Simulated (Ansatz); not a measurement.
# AlH3NS: the cost of one run

Program: Ansatz 0.2.0. Level of theory: UKS B3LYP-D4/6-31G*. These are calculated values, not measurements.

**1. Starting point**

Bond lengths: N1–Al2 1.872 Å, Al2–S3 2.241 Å, N1–H4 1.082 Å, N1–H5 1.076 Å, S3–H6 1.419 Å. Angles: N1–Al2–S3 119.5°, Al2–N1–H4 106.9°, Al2–N1–H5 108.7°, H4–N1–H5 105.6°, Al2–S3–H6 93.0°.

As a file:

```xyz
6

N    -0.5930    0.2099   -1.1704
Al   -0.3482   -0.6948    0.4497
S     1.1229    0.0960    1.9433
H    -0.9470    1.2032   -0.9264
H    -1.3974   -0.2586   -1.7098
H     2.2049   -0.6197    1.3674
```

**2. Relaxing end A**

Contents of input.yaml:

```yaml
crystal:
  periodic: [false, false, false]
  atoms:
    - { symbol: "N", position_ang: [-0.593, 0.2099, -1.1704] }
    - { symbol: Al, position_ang: [-0.3482, -0.6948, 0.4497] }
    - { symbol: S, position_ang: [1.1229, 0.096, 1.9433] }
    - { symbol: H, position_ang: [-0.947, 1.2032, -0.9264] }
    - { symbol: H, position_ang: [-1.3974, -0.2586, -1.7098] }
    - { symbol: H, position_ang: [2.2049, -0.6197, 1.3674] }
magnetization:
  spin_polarized: true
  initial_magnetization: 1
basis:
  gaussian: { orbitals: "6-31G*" }
hamiltonian:
  xc: b3lyp
  dispersion: d4
relax:
  f_tol: 0.015
  max_steps: 40
```

Started as:

```sh
$ ansatz run input.yaml --threads 1 --pin off --max-ram 2048MiB --backend cpu --events-out ev --progress --plain --runs-dir out
```

Q: Estimate wall time and peak memory on 1 thread of Intel Xeon at 2.70GHz, shared host.

About 64 s, with a peak of 0.16 GiB.
